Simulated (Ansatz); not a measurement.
Reaction (SMILES): [C-]#[NH+] (C-NH) + 3 [H][H] (H2) → C (CH4) + N (NH3)
B3LYP-D3(BJ)/def2-TZVP geometries, fixed; electronic energies without zero-point terms.
Largest species:
```
C
H 1 1.0892
H 1 1.0892 2 109.47
H 1 1.0892 2 109.47 3 120.00
H 1 1.0892 2 109.47 3 -120.00
```
Charge 0, spin multiplicity 1.

Basis-set convergence of the energy of full hydrogenation at B2PLYP with Ansatz (a quantum-chemistry and plane-wave program). Cartesian d functions, on some or all atoms, in 6-31+G*; all else is spherical. Cores are frozen. No added dispersion term, no relativity. Functions are those of the species that has most. Reference: the value in aug-pcseg-3, -92.06 kcal/mol, itself unsure by roughly 0.08 kcal/mol (its mean distance from aug-cc-pVQZ, def2-QZVPPD, pcseg-3). Deviations are taken from unrounded values.

```
basis              functions  energy of full hydrogenation (kcal/mol)  minus reference (kcal/mol)
-----------------  ---------  ---------------------------------------  --------------------------
cc-pVDZ                   34                                   -89.17                        2.89
6-31+G*                   40                                   -88.86                        3.20
6-311+G**                 50                                   -90.59                        1.46
aug-pcseg-1               59                                   -92.69                       -0.64
6-311++G(2d,2p)           67                                   -92.50                       -0.44
cc-pVTZ                   86                                   -90.54                        1.51
6-311++G(3df,3pd)        111                                   -91.90                        0.16
aug-pcseg-2              138                                   -92.46                       -0.40
cc-pVQZ                  175                                   -91.23                        0.83
aug-pcseg-3              281                                   -92.06                        0.00
```

The smallest set listed that lies within 2 kcal/mol of the reference with all its larger relatives (same family, alike in diffuse functions; a set with none counts only in the reference's own line) is 6-311+G** (50 functions, 1.46 kcal/mol off).
